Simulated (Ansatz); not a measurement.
# ClH: the cost of one run

Method: DFT PBE, Gaussian basis def2-tzvp, and further levels as typed in the inputs, in Ansatz 0.2.0.

### 1 The structure to begin with

Bond lengths: H1–Cl2 1.280 Å.

Structure file:

```xyz
2

H     0.0000    0.0000    0.0000
Cl    0.0000    0.0000    1.2800
```

### 2 Relaxing the atoms: ClH

File input.yaml:

```yaml
relax:
  f_tol: 0.001
  max_steps: 200
crystal:
  periodic: [false, false, false]
  atoms:
    - { symbol: H, position_ang: [0.0, 0.0, 0.0] }
    - { symbol: Cl, position_ang: [0.0, 0.0, 1.28] }
basis:
  gaussian: { orbitals: def2-tzvp }
hamiltonian:
  xc: pbe
```

The run is started by

```bash
$ ansatz run input.yaml --threads 4 --pin off --max-ram 6144MiB --backend cpu --events-out ev --progress --plain --runs-dir out
```

**Question.** How long does this run take on 4 threads of AMD EPYC 7R13 (Zen 3), shared host, and how much memory does it need?

About 1.1 s, with a peak of 0.095 GiB.
